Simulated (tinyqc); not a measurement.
UKS/PBE0 in the sto-3g basis, for H2O+, spin multiplicity 2, step by step (part 3 of 3). Computed by tinyqc, a small Python program that keeps every step (integrals from PySCF). Command: `OMP_NUM_THREADS=1 python tinyqc.py 23584 23585 out.jsonl` (the two numbers bound the seeds that draw the settings). One thread of a shared host (Intel(R) Xeon(R) Processor @ 2.60GHz), about 3 s of CPU time with the checks.

Geometry (angstrom):
```
atom         x          y         z
O     0.000000   0.000000  0.000000
H     0.000000   0.964000  0.922000
H     0.000000  -0.964000  0.922000
```

## Iteration 2: diagonalisation and new density

extrapolated F(alpha) (hartree):
```
             1O 1s      1O 2s     1O 2px     1O 2py     1O 2pz      2H 1s      3H 1s
1O 1s   -19.279906  -4.957392   0.000000   0.000000  -0.005252  -0.473206  -0.473206
1O 2s    -4.957392  -2.460084   0.000000   0.000000  -0.084268  -0.517480  -0.517480
1O 2px    0.000000   0.000000  -0.641300   0.000000   0.000000   0.000000   0.000000
1O 2py    0.000000   0.000000   0.000000  -0.566130   0.000000  -0.225619   0.225619
1O 2pz   -0.005252  -0.084268   0.000000   0.000000  -0.562344  -0.235286  -0.235286
2H 1s    -0.473206  -0.517480   0.000000  -0.225619  -0.235286  -0.539480  -0.168109
3H 1s    -0.473206  -0.517480   0.000000   0.225619  -0.235286  -0.168109  -0.539480
```

extrapolated F(beta) (hartree):
```
             1O 1s      1O 2s     1O 2px     1O 2py     1O 2pz      2H 1s      3H 1s
1O 1s   -19.262398  -4.939744   0.000000   0.000000  -0.005311  -0.471348  -0.471348
1O 2s    -4.939744  -2.366543   0.000000   0.000000  -0.084461  -0.503837  -0.503837
1O 2px    0.000000   0.000000  -0.318826   0.000000   0.000000   0.000000   0.000000
1O 2py    0.000000   0.000000   0.000000  -0.532078   0.000000  -0.222438   0.222438
1O 2pz   -0.005311  -0.084461   0.000000   0.000000  -0.528412  -0.232251  -0.232251
2H 1s    -0.471348  -0.503837   0.000000  -0.222438  -0.232251  -0.534125  -0.165594
3H 1s    -0.471348  -0.503837   0.000000   0.222438  -0.232251  -0.165594  -0.534125
```

X:
```
                1          2          3         4          5          6         7
1O 1s   -0.436051   0.000000   0.673087  0.000000   0.607811   0.000000  0.225193
1O 2s    0.898071   0.000000  -0.291343  0.000000   0.340262   0.000000  0.464563
1O 2px   0.000000   0.000000   0.000000  1.000000   0.000000   0.000000  0.000000
1O 2py   0.000000   0.749723   0.000000  0.000000   0.000000   0.722065  0.000000
1O 2pz   0.433934   0.000000   0.696525  0.000000  -0.576936   0.000000  0.243756
2H 1s   -0.537378  -0.685221  -0.235311  0.000000  -0.195216   0.395017  0.395243
3H 1s   -0.537378   0.685221  -0.235311  0.000000  -0.195216  -0.395017  0.395243
```

Diagonalise F' = X^T F X, C = X C', fill 5 alpha and 4 beta electrons from the bottom; D(s) = C_occ C_occ^T. Each column has its largest component positive (the first on a tie).

F' = X^T F X (alpha) (hartree):
```
           1          2          3          4          5          6          7
1  -1.570717   0.000000   2.811055   0.000000   2.901689   0.000000   1.223767
2   0.000000  -0.203326   0.000000   0.000000   0.000000  -0.015807   0.000000
3   2.811055   0.000000  -7.008990   0.000000  -7.490769   0.000000  -3.872958
4   0.000000   0.000000   0.000000  -0.641300   0.000000   0.000000   0.000000
5   2.901689   0.000000  -7.490769   0.000000  -9.406271   0.000000  -4.705076
6   0.000000  -0.015807   0.000000   0.000000   0.000000  -0.668476   0.000000
7   1.223767   0.000000  -3.872958   0.000000  -4.705076   0.000000  -3.459265
```

orbital energies (alpha) (hartree): MO1 -19.289490, MO2 -1.277039, MO3 -0.669013, MO4 -0.641300, MO5 -0.630972, MO6 -0.247742, MO7 -0.202789

coefficients C (alpha):
```
              MO1        MO2        MO3       MO4        MO5        MO6        MO7
1O 1s    0.993950  -0.253997   0.000000  0.000000   0.077951  -0.069322   0.000000
1O 2s    0.025126   0.966444   0.000000  0.000000  -0.366236   0.392727   0.000000
1O 2px   0.000000   0.000000   0.000000  1.000000   0.000000   0.000000   0.000000
1O 2py   0.000000   0.000000   0.747083  0.000000   0.000000   0.000000   0.724796
1O 2pz   0.001613   0.114896   0.000000  0.000000   0.759598   0.689583   0.000000
2H 1s   -0.003649   0.082239   0.371545  0.000000   0.330144  -0.650154  -0.698228
3H 1s   -0.003649   0.082239  -0.371545  0.000000   0.330144  -0.650154   0.698228
```

F' = X^T F X (beta) (hartree):
```
           1          2          3          4          5          6          7
1  -1.522385   0.000000   2.801153   0.000000   2.916543   0.000000   1.263263
2   0.000000  -0.188056   0.000000   0.000000   0.000000  -0.000175   0.000000
3   2.801153   0.000000  -6.982109   0.000000  -7.506610   0.000000  -3.878385
4   0.000000   0.000000   0.000000  -0.318826   0.000000   0.000000   0.000000
5   2.916543   0.000000  -7.506610   0.000000  -9.372802   0.000000  -4.687258
6   0.000000  -0.000175   0.000000   0.000000   0.000000  -0.646206   0.000000
7   1.263263   0.000000  -3.878385   0.000000  -4.687258   0.000000  -3.418220
```

orbital energies (beta) (hartree): MO1 -19.271299, MO2 -1.193372, MO3 -0.646206, MO4 -0.600919, MO5 -0.318826, MO6 -0.229926, MO7 -0.188055

coefficients C (beta):
```
              MO1        MO2        MO3        MO4       MO5        MO6        MO7
1O 1s    0.994192  -0.249099   0.000000   0.087728  0.000000  -0.071901   0.000000
1O 2s    0.024164   0.946090   0.000000  -0.407654  0.000000   0.401446   0.000000
1O 2px   0.000000   0.000000   0.000000   0.000000  1.000000   0.000000   0.000000
1O 2py   0.000000   0.000000   0.722351   0.000000  0.000000   0.000000   0.749447
1O 2pz   0.001565   0.125751   0.000000   0.737767  0.000000   0.711057   0.000000
2H 1s   -0.003512   0.105794   0.394756   0.343553  0.000000  -0.639718  -0.685372
3H 1s   -0.003512   0.105794  -0.394756   0.343553  0.000000  -0.639718   0.685372
```

D(alpha) after iteration 2:
```
            1O 1s      1O 2s    1O 2px     1O 2py     1O 2pz      2H 1s      3H 1s
1O 1s    1.058528  -0.249048  0.000000   0.000000   0.031632   0.001220   0.001220
1O 2s   -0.249048   1.068775  0.000000   0.000000  -0.167111  -0.041523  -0.041523
1O 2px   0.000000   0.000000  1.000000   0.000000   0.000000   0.000000   0.000000
1O 2py   0.000000   0.000000  0.000000   0.558133   0.000000   0.277575  -0.277575
1O 2pz   0.031632  -0.167111  0.000000   0.000000   0.590194   0.260220   0.260220
2H 1s    0.001220  -0.041523  0.000000   0.277575   0.260220   0.253817  -0.022274
3H 1s    0.001220  -0.041523  0.000000  -0.277575   0.260220  -0.022274   0.253817
```

D(beta) after iteration 2:
```
            1O 1s      1O 2s    1O 2px     1O 2py     1O 2pz      2H 1s      3H 1s
1O 1s    1.058164  -0.247409  0.000000   0.000000   0.034954   0.000294   0.000294
1O 2s   -0.247409   1.061851  0.000000   0.000000  -0.181744  -0.040045  -0.040045
1O 2px   0.000000   0.000000  0.000000   0.000000   0.000000   0.000000   0.000000
1O 2py   0.000000   0.000000  0.000000   0.521791   0.000000   0.285152  -0.285152
1O 2pz   0.034954  -0.181744  0.000000   0.000000   0.560116   0.266760   0.266760
2H 1s    0.000294  -0.040045  0.000000   0.285152   0.266760   0.285065  -0.026599
3H 1s    0.000294  -0.040045  0.000000  -0.285152   0.266760  -0.026599   0.285065
```

## Iteration 10 (converged): orbitals

converged F(alpha) (hartree):
```
             1O 1s      1O 2s     1O 2px     1O 2py     1O 2pz      2H 1s      3H 1s
1O 1s   -19.601432  -5.025787   0.000000   0.000000  -0.014074  -0.479946  -0.479946
1O 2s    -5.025787  -2.609647   0.000000   0.000000  -0.093973  -0.554235  -0.554235
1O 2px    0.000000   0.000000  -0.788223   0.000000   0.000000   0.000000   0.000000
1O 2py    0.000000   0.000000   0.000000  -0.718926   0.000000  -0.258983   0.258983
1O 2pz   -0.014074  -0.093973   0.000000   0.000000  -0.718680  -0.268989  -0.268989
2H 1s    -0.479946  -0.554235   0.000000  -0.258983  -0.268989  -0.606468  -0.178618
3H 1s    -0.479946  -0.554235   0.000000   0.258983  -0.268989  -0.178618  -0.606468
```

converged F(beta) (hartree):
```
             1O 1s      1O 2s     1O 2px     1O 2py     1O 2pz      2H 1s      3H 1s
1O 1s   -19.580384  -5.004610   0.000000   0.000000  -0.013591  -0.477742  -0.477742
1O 2s    -5.004610  -2.500939   0.000000   0.000000  -0.087659  -0.541321  -0.541321
1O 2px    0.000000   0.000000  -0.456747   0.000000   0.000000   0.000000   0.000000
1O 2py    0.000000   0.000000   0.000000  -0.658797   0.000000  -0.258900   0.258900
1O 2pz   -0.013591  -0.087659   0.000000   0.000000  -0.660328  -0.268830  -0.268830
2H 1s    -0.477742  -0.541321   0.000000  -0.258900  -0.268830  -0.635832  -0.178868
3H 1s    -0.477742  -0.541321   0.000000   0.258900  -0.268830  -0.178868  -0.635832
```

As before.

F' = X^T F X (alpha) (hartree):
```
           1          2          3          4          5          6          7
1  -1.681263   0.000000   2.862562   0.000000   2.950341   0.000000   1.198822
2   0.000000  -0.273687   0.000000   0.000000   0.000000  -0.054695   0.000000
3   2.862562   0.000000  -7.213002   0.000000  -7.554153   0.000000  -3.936821
4   0.000000   0.000000   0.000000  -0.788223   0.000000   0.000000   0.000000
5   2.950341   0.000000  -7.554153   0.000000  -9.620826   0.000000  -4.748986
6   0.000000  -0.054695   0.000000   0.000000   0.000000  -0.803831   0.000000
7   1.198822   0.000000  -3.936821   0.000000  -4.748986   0.000000  -3.601209
```

orbital energies (alpha) (hartree): MO1 -19.610580, MO2 -1.421330, MO3 -0.809415, MO4 -0.788223, MO5 -0.771653, MO6 -0.312737, MO7 -0.268103

coefficients C (alpha):
```
              MO1        MO2        MO3       MO4        MO5        MO6        MO7
1O 1s    0.994128  -0.254189   0.000000  0.000000   0.072797   0.071628   0.000000
1O 2s    0.024424   0.971081   0.000000  0.000000  -0.337948  -0.406456   0.000000
1O 2px   0.000000   0.000000   0.000000  1.000000   0.000000   0.000000   0.000000
1O 2py   0.000000   0.000000   0.794478  0.000000   0.000000   0.000000  -0.672508
1O 2pz   0.002062   0.129098   0.000000  0.000000   0.813187  -0.622715   0.000000
2H 1s   -0.003591   0.073199   0.323379  0.000000   0.275001   0.676369   0.721798
3H 1s   -0.003591   0.073199  -0.323379  0.000000   0.275001   0.676369  -0.721798
```

F' = X^T F X (beta) (hartree):
```
           1          2          3          4          5          6          7
1  -1.630558   0.000000   2.854016   0.000000   2.953244   0.000000   1.264945
2   0.000000  -0.267400   0.000000   0.000000   0.000000  -0.006416   0.000000
3   2.854016   0.000000  -7.177583   0.000000  -7.580622   0.000000  -3.930735
4   0.000000   0.000000   0.000000  -0.456747   0.000000   0.000000   0.000000
5   2.953244   0.000000  -7.580622   0.000000  -9.581763   0.000000  -4.724207
6   0.000000  -0.006416   0.000000   0.000000   0.000000  -0.781473   0.000000
7   1.264945   0.000000  -3.930735   0.000000  -4.724207   0.000000  -3.566222
```

orbital energies (beta) (hartree): MO1 -19.588738, MO2 -1.324023, MO3 -0.781553, MO4 -0.736272, MO5 -0.456747, MO6 -0.307092, MO7 -0.267320

coefficients C (beta):
```
              MO1        MO2        MO3        MO4       MO5        MO6        MO7
1O 1s    0.994413  -0.248043   0.000000   0.086725  0.000000  -0.073686   0.000000
1O 2s    0.023286   0.944571   0.000000  -0.402768  0.000000   0.409915   0.000000
1O 2px   0.000000   0.000000   0.000000   0.000000  1.000000   0.000000   0.000000
1O 2py   0.000000   0.000000   0.731363   0.000000  0.000000   0.000000   0.740655
1O 2pz   0.001963   0.131717   0.000000   0.755201  0.000000   0.691402   0.000000
2H 1s   -0.003425   0.106391   0.386437   0.326202  0.000000  -0.648640  -0.690097
3H 1s   -0.003425   0.106391  -0.386437   0.326202  0.000000  -0.648640   0.690097
```

D(alpha) after iteration 10:
```
            1O 1s      1O 2s    1O 2px     1O 2py     1O 2pz      2H 1s      3H 1s
1O 1s    1.058203  -0.247159  0.000000   0.000000   0.028432  -0.002157  -0.002157
1O 2s   -0.247159   1.057803  0.000000   0.000000  -0.149399  -0.021942  -0.021942
1O 2px   0.000000   0.000000  1.000000   0.000000   0.000000   0.000000   0.000000
1O 2py   0.000000   0.000000  0.000000   0.631195   0.000000   0.256918  -0.256918
1O 2pz   0.028432  -0.149399  0.000000   0.000000   0.677944   0.233070   0.233070
2H 1s   -0.002157  -0.021942  0.000000   0.256918   0.233070   0.185571  -0.023578
3H 1s   -0.002157  -0.021942  0.000000  -0.256918   0.233070  -0.023578   0.185571
```

D(beta) after iteration 10:
```
            1O 1s      1O 2s    1O 2px     1O 2py     1O 2pz      2H 1s      3H 1s
1O 1s    1.057904  -0.246068  0.000000   0.000000   0.034775  -0.001505  -0.001505
1O 2s   -0.246068   1.054979  0.000000   0.000000  -0.179709  -0.030970  -0.030970
1O 2px   0.000000   0.000000  0.000000   0.000000   0.000000   0.000000   0.000000
1O 2py   0.000000   0.000000  0.000000   0.534892   0.000000   0.282626  -0.282626
1O 2pz   0.034775  -0.179709  0.000000   0.000000   0.587682   0.260355   0.260355
2H 1s   -0.001505  -0.030970  0.000000   0.282626   0.260355   0.267072  -0.031595
3H 1s   -0.001505  -0.030970  0.000000  -0.282626   0.260355  -0.031595   0.267072
```

## Convergence

Stop when the energy changes by less than 1e-10 hartree and every element of the error matrix X^T (F D S - S D F) X (for each spin) is below 3e-06.

Course of the cycle:
```
iteration   E (hartree)     change  largest element of the error matrix
1          -73.92747276          -                             2.48e-01
2          -73.58132762   3.46e-01                             5.71e-01
3          -74.84258452  -1.26e+00                             6.28e-02
4          -74.85091499  -8.33e-03                             3.35e-02
5          -74.85368606  -2.77e-03                             1.01e-02
6          -74.85392377  -2.38e-04                             3.74e-03
7          -74.85395578  -3.20e-05                             1.66e-03
8          -74.85396319  -7.41e-06                             7.35e-05
9          -74.85396320  -1.26e-08                             1.34e-06
10         -74.85396320  -1.30e-11                             2.19e-07
```

PySCF UKS in the same basis, fine grid, after a stability check = -74.84145740 hartree

Converged in 10 iterations. The coarse grid moves the energy by -1.25e-02 hartree.

## Populations, bond orders and dipole

overlap S:
```
           1O 1s     1O 2s    1O 2px     1O 2py    1O 2pz     2H 1s      3H 1s
1O 1s   1.000000  0.236704  0.000000   0.000000  0.000000  0.022264   0.022264
1O 2s   0.236704  1.000000  0.000000   0.000000  0.000000  0.265473   0.265473
1O 2px  0.000000  0.000000  1.000000   0.000000  0.000000  0.000000   0.000000
1O 2py  0.000000  0.000000  0.000000   1.000000  0.000000  0.182632  -0.182632
1O 2pz  0.000000  0.000000  0.000000   0.000000  1.000000  0.174675   0.174675
2H 1s   0.022264  0.265473  0.000000   0.182632  0.174675  1.000000   0.134016
3H 1s   0.022264  0.265473  0.000000  -0.182632  0.174675  0.134016   1.000000
```

Mulliken: Z minus the diagonal of D S on the atom; Loewdin: the same with S^(1/2) D S^(1/2); Mayer order: 2 sum_s sum (D(s) S)_ij (D(s) S)_ji over the two atoms.

Charges (e):
```
atom  Mulliken   Loewdin  Mulliken spin
1O    0.231696  0.298324       1.175012
2H    0.384152  0.350838      -0.087506
3H    0.384152  0.350838      -0.087506
```

Mayer bond orders:
```
pair     order
2-1   0.844329
3-1   0.844329
3-2   0.000441
```

dipole moment about the origin, x y z (debye): 0.000000  0.000000  3.847490

<S^2> of the determinant (pure state: 0.75) = 0.765833
